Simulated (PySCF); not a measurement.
Bond curve of MgSi

Set-up: Mg aug-cc-pVDZ, Si aug-cc-pV(D+d)Z; no relativity (PySCF 2.14). Energies in eV from Mg + Si in their ground configurations at the same level. All curves are PBE0. state 1: ³Σ⁻ (triplet), unpaired electrons π ↑↑; state 2: Ms = 0 determinant of mixed spin (⟨S²⟩ near 1.0), unpaired electrons π ↑↓, a mixture of terms (⟨Lz²⟩ = 2.0), a second solution, started from another occupation; state 3: ³Π (triplet), unpaired electrons σ ↑, π ↑, a second solution, started from another occupation; state 4: Ms = 0 determinant of mixed spin (⟨S²⟩ near 1.0), unpaired electrons σ ↓, π ↑, a second solution, started from another occupation.

| R (Å) | state 1 | state 2 | state 3 | state 4 |
| --- | --- | --- | --- | --- |
| 2.201 | -0.680 | -0.3876 | 0.6339 | 0.6981 |
| 2.303 | -0.939 | -0.6445 | 0.1975 | 0.2626 |
| 2.405 | -1.080 | -0.7834 | -0.0940 | -0.0262 |
| 2.482 | -1.129 | -0.8311 | -0.2407 | -0.1696 |
| 2.559 | -1.143 | -0.8432 | -0.3406 | -0.2650 |
| 2.636 | -1.129 | -0.8288 | -0.4038 | -0.3224 |
| 2.738 | -1.082 | -0.7808 | -0.4452 | -0.3543 |
| 2.866 | -0.993 | -0.6923 | -0.4495 | -0.3438 |
| 3.020 | -0.866 | -0.5673 | -0.4138 | -0.2865 |
| 3.224 | -0.692 | -0.3985 | -0.3369 | -0.1773 |

**Question.** Put a parabola through the three lowest points of the state 1 curve and estimate Re, k and ωe (reduced mass 12.91 u; 1 eV/Å² = 0.16022 mdyn/Å; ωe = 1302.8·√(k/μ) cm⁻¹).

**Answer.** Through R = 2.482, 2.559, 2.636 Å the second-order coefficient is 2.36 eV/Å², so Re ≈ 2.559 Å, k ≈ 0.757 mdyn/Å and ωe ≈ 315 cm⁻¹. A polynomial fit of higher order to the unrounded PBE0 energies gives Re = 2.555 Å, k = 0.737 mdyn/Å, ωe = 311 cm⁻¹; anharmonicity and rounding make the difference.

The higher-order fit for each curve: state 1: Re = 2.555 Å, ωe = 311 cm⁻¹, De = 1.14 eV; state 2: Re = 2.552 Å, ωe = 311 cm⁻¹, minimum 0.84 eV below the ground-state fragments; state 3: Re = 2.813 Å, ωe = 227 cm⁻¹, minimum 0.453 eV below the ground-state fragments; state 4: Re = 2.771 Å, ωe = 255 cm⁻¹, minimum 0.356 eV below the ground-state fragments.

The state is the lowest determinant that a PBE0 search found; another state may lie lower at other levels.
